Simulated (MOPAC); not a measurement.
**C4H11N (diethylamine) at MNDOD**

What is the vertical ionisation energy of C4H11N (diethylamine) at MNDOD? 

The results are computed with MOPAC 23.2.5.

5 further runs of the same task are left out: 1 that didn't finish, 4 set aside as unsound or not needed.

### 1 The system as given

C4H11N has 16 atoms, charge 0, and is taken as a singlet. SMILES: `CCNCC`. The shape was relaxed beforehand at MNDOD. This is one conformer, not always the lowest.

Bond lengths: C1–C2 1.538 Å, C2–N3 1.468 Å, N3–C4 1.468 Å, C4–C5 1.536 Å, C1–H6 1.110 Å, C1–H7 1.108 Å, C1–H8 1.109 Å, C2–H9 1.118 Å, C2–H10 1.121 Å, N3–H11 1.009 Å, C4–H12 1.118 Å, C4–H13 1.122 Å, C5–H14 1.108 Å, C5–H15 1.110 Å, C5–H16 1.109 Å. Some angles: C1–C2–N3 117.5°, C2–N3–C4 118.7°, N3–C4–C5 111.3°, C1–C2–H9 109.0°, C1–C2–H10 108.3°, N3–C2–H9 109.0°, N3–C2–H10 106.3°, C2–C1–H6 109.6°, C2–C1–H7 112.4°, C2–C1–H8 112.2°.

### 2 The harmonic vibrations at MNDOD

mol.mop reads:

```
SINGLET FORCE THERMO(200,600,200) MNDOD AUX(PRECISION=6) T=10M THREADS=1
frequencies of C4H11N
CCNCC
C     -1.793760 +1    -0.606486 +1    -1.254626 +1
C     -0.608892 +1    -1.259052 +1    -0.522673 +1
N      0.035190 +1    -0.487872 +1     0.547962 +1
C      0.878166 +1     0.657126 +1     0.182086 +1
C      1.716948 +1     1.137891 +1     1.376236 +1
H     -2.236340 +1    -1.332804 +1    -1.967085 +1
H     -1.489112 +1     0.284611 +1    -1.839327 +1
H     -2.597121 +1    -0.295625 +1    -0.556259 +1
H      0.164864 +1    -1.554104 +1    -1.273559 +1
H     -0.965964 +1    -2.211919 +1    -0.053286 +1
H     -0.657399 +1    -0.200756 +1     1.223196 +1
H      1.568549 +1     0.355991 +1    -0.644152 +1
H      0.282250 +1     1.522734 +1    -0.210687 +1
H      2.359915 +1     0.332715 +1     1.784216 +1
H      2.380834 +1     1.966096 +1     1.051249 +1
H      1.086070 +1     1.524152 +1     2.202514 +1
```

Started as:

```
$ mopac mol.mop
```

mol.out:

```text
MOPAC v23.2.5
MNDOD CALCULATION RESULTS
[...]
           Empirical Formula: C4 H11 N  =    16 atoms
      MOLECULAR POINT GROUP   :   C1
[...]
 DIPOLE           X         Y         Z       TOTAL
 POINT-CHG.    -0.122    -0.098    -0.242     0.288
 HYBRID        -0.969     0.286    -0.001     1.010
 SUM           -1.091     0.187    -0.242     1.133
          GRADIENT NORM =   0.04792
[...]
          ZERO POINT ENERGY      98.034 KCAL/MOL
[...]
 FREQUENCY            54.44         C  4 -- C  5         +20.5% (999.0%)      0.0%
[...]
 FREQUENCY            94.82         C  1 -- C  2         +14.4% (565.0%)      0.0%
[...]
 FREQUENCY          3271.58         C  5 -- H 14         +55.2% ( 76.3%)     98.6%
[...]
 FREQUENCY          3343.79         C  5 -- H 14         +39.4% ( 60.8%)     97.1%
[...]
 FREQUENCY          3344.61         C  1 -- H  7         +35.0% ( 57.3%)     96.5%
[...]
 FREQUENCY          3541.54         N  3 -- H 11         +98.7% ( 99.9%)     99.9%
[...]
   TEMP. (K)   PARTITION FUNCTION   H.O.F.    ENTHALPY  HEAT CAPACITY ENTROPY
                                   KCAL/MOL   CAL/MOLE    CAL/K/MOL  CAL/K/MOL
 298.00  VIB.     0.7098D+02                  2625.6359    16.8884    17.2815
         ROT.     0.1084D+06                   888.3052     2.9809    26.0195
         INT.     0.7691D+07                  3513.9412    19.8693    43.3009
         TRA.     0.6048D+27                  1480.5087     4.9681    38.7833
         TOT.                      -16.948    4994.4499    24.8375    82.0842
 200.00  VIB.     0.1592D+02                  1256.0818    11.3932    11.7809
         ROT.     0.5957D+05                   596.1780     2.9809    24.8307
[...]
           FORCE CONSTANT IN CARTESIAN COORDINATES (Millidynes/A)
    ATOM   CHEMICAL       X               Y               Z
   NUMBER   SYMBOL  FORCE CONSTANT  FORCE CONSTANT  FORCE CONSTANT
      1       C        8.869480        9.108669        9.037515
      2       C        8.937831        9.628139        9.363821
      3       N        3.878230       11.207632       10.479502
      4       C        8.755051        9.471210        9.764804
      5       C        9.048265        8.966999        9.103399
      6       H        1.402054        5.389578        0.739944
      7       H        1.564192        1.474849        4.513091
      8       H        1.556778        2.166848        3.817026
      9       H        1.384355        2.355996        3.836728
     10       H        1.353311        2.059694        4.094329
[...]
 * JOB ENDED NORMALLY *
[...]
```

It took 0.4 s on 1 thread of Arm Neoverse N1, shared host.

### 3 The doublet cation: the energy at MNDOD

c4h11n.mop reads:

```
MNDOD DISP CHARGE=1 1SCF UHF AUX(PRECISION=9) THREADS=1
C4H11N energy

C     -1.793760 +1    -0.606486 +1    -1.254626 +1
C     -0.608892 +1    -1.259052 +1    -0.522673 +1
N      0.035190 +1    -0.487872 +1     0.547962 +1
C      0.878166 +1     0.657126 +1     0.182086 +1
C      1.716948 +1     1.137891 +1     1.376236 +1
H     -2.236340 +1    -1.332804 +1    -1.967085 +1
H     -1.489112 +1     0.284611 +1    -1.839327 +1
H     -2.597121 +1    -0.295625 +1    -0.556259 +1
H      0.164864 +1    -1.554104 +1    -1.273559 +1
H     -0.965964 +1    -2.211919 +1    -0.053286 +1
H     -0.657399 +1    -0.200756 +1     1.223196 +1
H      1.568549 +1     0.355991 +1    -0.644152 +1
H      0.282250 +1     1.522734 +1    -0.210687 +1
H      2.359915 +1     0.332715 +1     1.784216 +1
H      2.380834 +1     1.966096 +1     1.051249 +1
H      1.086070 +1     1.524152 +1     2.202514 +1
```

Started as:

```
$ mopac c4h11n.mop
```

c4h11n.out:

```text
MOPAC v23.2.5
MNDOD CALCULATION RESULTS
[...]
           Empirical Formula: C4 H11 N  =    16 atoms
      MOLECULAR POINT GROUP   :   C1
[...]
     SCF FIELD WAS ACHIEVED
[...]
                              SUM =        194.40025 KCAL/MOL = FINAL HEAT OF FORMATION
          TOTAL ENERGY            =       -866.50170 EV
          ELECTRONIC ENERGY       =      -3460.74824 EV
          CORE-CORE REPULSION     =       2594.24654 EV
          COSMO AREA              =        132.26 SQUARE ANGSTROMS
          COSMO VOLUME            =        118.53 CUBIC ANGSTROMS
          IONIZATION POTENTIAL    =         17.666428 EV
          ALPHA SOMO LUMO (EV)    =        -17.666 -4.233
          BETA  SOMO LUMO (EV)    =        -17.769 -8.379
          NO. OF ALPHA ELECTRONS  =         16
          NO. OF BETA  ELECTRONS  =         15
          MOLECULAR WEIGHT        =         73.1376         POINT GROUP:  C1
[...]
                             CARTESIAN COORDINATES
   1    C       -1.793760000    -0.606486000    -1.254626000
   2    C       -0.608892000    -1.259052000    -0.522673000
   3    N        0.035190000    -0.487872000     0.547962000
   4    C        0.878166000     0.657126000     0.182086000
   5    C        1.716948000     1.137891000     1.376236000
   6    H       -2.236340000    -1.332804000    -1.967085000
   7    H       -1.489112000     0.284611000    -1.839327000
   8    H       -2.597121000    -0.295625000    -0.556259000
   9    H        0.164864000    -1.554104000    -1.273559000
  10    H       -0.965964000    -2.211919000    -0.053286000
  11    H       -0.657399000    -0.200756000     1.223196000
  12    H        1.568549000     0.355991000    -0.644152000
  13    H        0.282250000     1.522734000    -0.210687000
[...]
              NET ATOMIC CHARGES AND DIPOLE CONTRIBUTIONS
  ATOM NO.   TYPE          CHARGE      No. of ELECS.   s-Pop       p-Pop
    1          C           0.015041        3.9850     1.22716     2.75780
    2          C           0.007794        3.9922     1.24501     2.74719
    3          N           0.113609        4.8864     1.55929     3.32710
    4          C           0.010609        3.9894     1.24401     2.74538
    5          C          -0.004607        4.0046     1.22599     2.77862
    6          H           0.072424        0.9276     0.92758
    7          H           0.033791        0.9662     0.96621
    8          H           0.033138        0.9669     0.96686
    9          H           0.085620        0.9144     0.91438
   10          H           0.092729        0.9073     0.90727
   11          H           0.206526        0.7935     0.79347
   12          H           0.084509        0.9155     0.91549
[...]
 DIPOLE           X         Y         Z       TOTAL
 POINT-CHG.    -0.637    -0.306     0.063     0.710
 HYBRID        -0.156    -0.073     0.253     0.306
 SUM           -0.793    -0.379     0.316     0.934
[...]
                    (S**2)  =    0.757293
[...]
 * JOB ENDED NORMALLY *
[...]
```

Wall time 0.04 s (1 thread of Arm Neoverse N1, shared host).

### 4 Outcome

Level: MNDOD.

```
                                          quantity           value
                   run 2, MNDOD: heat of formation  -16.9 kcal/mol
          run 2, MNDOD: lowest harmonic wavenumber         54 cm⁻¹
         run 2, MNDOD: highest harmonic wavenumber       3542 cm⁻¹
                   run 2, MNDOD: zero-point energy    410.2 kJ/mol
                      doublet cation: total energy    -31.84335 Eh
        doublet cation: HOMO energy (over α and β)       -17.67 eV
        doublet cation: LUMO energy (over α and β)        -8.38 eV
                 doublet cation: heat of formation  194.4 kcal/mol
                              doublet cation: ⟨S²⟩           0.757
vertical ionisation energy (to the doublet cation)        9.165 eV
```

Removing an electron at fixed nuclei costs 9.16 eV (884 kJ/mol). All 42 modes (run 2, MNDOD) are real, so the shape is a minimum at this level.
